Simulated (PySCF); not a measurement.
# Excitation energies in several basis sets

CH₈BN.
Numbering: `[CH3:1][BH2-:2][NH3+:3]` (hydrogens: H4, H5, H6 on C1; H7, H8 on B2; H9, H10, H11 on N3)

Cartesian coordinates in Å at the PBE0-D3(BJ)/def2-SVP level; atoms count from 1:
```xyz
11
CH8BN angstrom
C      1.142    0.636   -0.074
B      0.194   -0.659    0.067
N     -1.349   -0.119    0.258
H      2.186    0.317   -0.220
H      0.894    1.276   -0.942
H      1.144    1.286    0.822
H      0.400   -1.332    1.075
H      0.138   -1.357   -0.944
H     -2.001   -0.898    0.345
H     -1.433    0.461    1.094
H     -1.637    0.446   -0.542
```

TDDFT with PBE0 (PySCF), vertical singlets, core orbitals frozen in the response, spherical d and f functions. Isolated species at its PBE0-D3(BJ)/def2-SVP geometry, gas phase.

| basis | functions | diffuse | S1 (eV) | S2 (eV) | S3 (eV) | S4 (eV) | S5 (eV) | LUMO (eV) | α (au) |
| --- | --- | --- | --- | --- | --- | --- | --- | --- | --- |
| 6-31G* | 58 | no | 7.03 | 7.39 | 8.89 | 8.91 | 9.06 | 1.27 | 34.2 |
| 6-31+G* | 70 | yes | 5.65 | 6.04 | 6.93 | 7.27 | 7.38 | -0.56 | 39.9 |
| def2-SVP | 82 | no | 6.60 | 7.03 | 8.35 | 8.44 | 8.55 | 0.66 | 36.4 |
| def2-SVPD | 124 | yes | 6.00 | 6.45 | 7.59 | 7.82 | 7.85 | -0.19 | 44.1 |
| aug-cc-pVDZ | 141 | yes | 5.56 | 5.98 | 6.76 | 6.81 | 7.08 | -0.76 | 45.1 |
| def2-TZVP | 141 | no | 6.19 | 6.60 | 7.73 | 7.94 | 8.06 | 0.06 | 41.6 |
| def2-TZVPD | 183 | yes | 5.77 | 6.18 | 7.19 | 7.40 | 7.47 | -0.50 | 44.9 |

Compare the sets with the largest diffuse one.

States are compared by their number. Against the largest diffuse basis here (def2-TZVPD, itself not a converged limit), sets without diffuse functions differ by up to 1.26 eV in S1 and 1.59 eV in S5; the smaller diffuse sets differ by up to 0.24 and 0.39 eV. State by state, the largest deviation of a set without diffuse functions is S1 1.26, S2 1.21, S3 1.71, S4 1.50, S5 1.59 eV. The same number needn't mean the same state in each row. Against def2-TZVPD the polarisability deviates by -24% in 6-31G*, -11% in 6-31+G*, -19% in def2-SVP, -2% in def2-SVPD, +1% in aug-cc-pVDZ, -7% in def2-TZVP. A single + in a Pople set puts diffuse functions on heavy atoms only.

Without π bonds the low states are Rydberg-like; a valence basis with one diffuse set may place them up to an eV too high.
